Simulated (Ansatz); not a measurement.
# LiPH₂ (triplet): wave-function methods side by side, def2-QZVPP

An exercise on one series of results from a longer session: the logs are not shown, and one member is left open.

Program: Ansatz 0.2.0, Gaussian basis. Level of theory: def2-QZVPP, core rule «outside noble gas», up to 6 orbitals frozen. These are calculated values, not measurements.

To be run: UHF; ROHF; CCSD(T) on UHF.

2 further runs of the same task are left out: 2 set aside as unsound or not needed.

### The system

The geometry is a PBE0/def2-TZVP stationary point (not a proven minimum).

4 atoms, charge 0, spin multiplicity 3.

Atoms are counted from 1 here; the program's logs count them from 0.

Bond lengths: P1–H3 1.430 Å, P1–H4 1.420 Å. Angles: H3–P1–H4 93.2°.

Set-up of the first run:

in.yaml reads:

```yaml
crystal:
  periodic: [false, false, false]
  atoms:
    - {symbol: P, position_ang: [0.000000, 0.027316, 0.488956]}
    - {symbol: Li, position_ang: [0.000000, -0.001113, -2.577448]}
    - {symbol: H, position_ang: [0.000000, 0.504297, 1.836882]}
    - {symbol: H, position_ang: [0.000000, -1.336050, 0.886751]}
basis:
  gaussian: {orbitals: "def2-QZVPP.json"}
magnetization: {spin_polarized: true, initial_magnetization: 2}
hamiltonian: {xc: hf}
output: {orbitals: {seedname: orbitals}}
```

The run is started by

```
> ansatz run in.yaml --threads 1 --pin off --events-out ev --progress --plain --max-ram 2393MiB
```

Steps of the session up to this table: UHF; ROHF; CCSD(T) on UHF.

One table of the session follows, with a row left open; its other results are not shown here.

```
  method  from UCCSD(T) (kcal/mol)
    ROHF                   +118.29
     UHF                   +114.71
    UMP2                    +20.27
   UCCSD                         ?
UCCSD(T)                         0
```

Q: Estimate the row for UCCSD from the others.

The run gave: from UCCSD(T) (kcal/mol): +4.27. In the column «from UCCSD(T) (kcal/mol)» it lies between UCCSD(T) (0) and UMP2 (+20.27).
